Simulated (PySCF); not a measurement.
Gas-phase reaction: 3 SiH₂(NH₂)₂ + c-Si₃H₆ = 3 HSiNH₂ + 3 H₃SiNH₂

Method: PySCF energies (xtb for GFN2) plus ideal-gas RRHO corrections (1 bar). † marks an energy on the PBE0/def2-TZVP geometry and frequencies; other levels use their own. CCSD(T) freezes the core. 6-31G* has spherical d functions here. All species are closed-shell singlets. No R ln 2 is added for the mirror-image form of SiH₂(NH₂)₂. SiH₂(NH₂)₂, c-Si₃H₆, HSiNH₂, H₃SiNH₂: computed as isolated molecules; such fragments, hydroxides, amides, oligomers or adducts are transient or little studied in the gas. CCSD(T) isn't extrapolated to the basis-set limit; its ΔH°(298 K) is 307.2 kJ in def2-SVP and 362.7 kJ in def2-TZVPP. The harmonic model lacks anharmonicity and excited electronic states, which grow with temperature; levels with a mode under 35 cm⁻¹ are left out. Internal rotation in SiH₂(NH₂)₂, HSiNH₂, H₃SiNH₂ is treated as a harmonic vibration of one conformer, which makes the entropy rough.

| level | ΔE electronic, kJ | ΔH°(298 K), kJ | ΔS°(298 K), J/K | ΔG°(1200 K), kJ |
|---|---|---|---|---|
| CCSD(T)/def2-TZVPP† | 373 | 363 | 352 | -33 |
| GFN2-xTB | 247 | 232 | 351 | -168 |
| HF/6-31G* | 314 | 303 | 366 | -111 |
| HF/def2-TZVP† | 333 | 323 | 352 | -73 |
| M06-2X/def2-TZVP† | 377 | 367 | 352 | -28 |
| PBE/def2-SVP | 369 | 359 | 349 | -32 |
| PBE0/def2-QZVP† | 422 | 411 | 352 | 16 |
| r2SCAN/def2-TZVP† | 442 | 432 | 352 | 36 |
| LDA/def2-TZVP† | 473 | 462 | 352 | 67 |
ΔH° is lowest at GFN2-xTB and highest at LDA/def2-TZVP†. No reference value is set beside these.
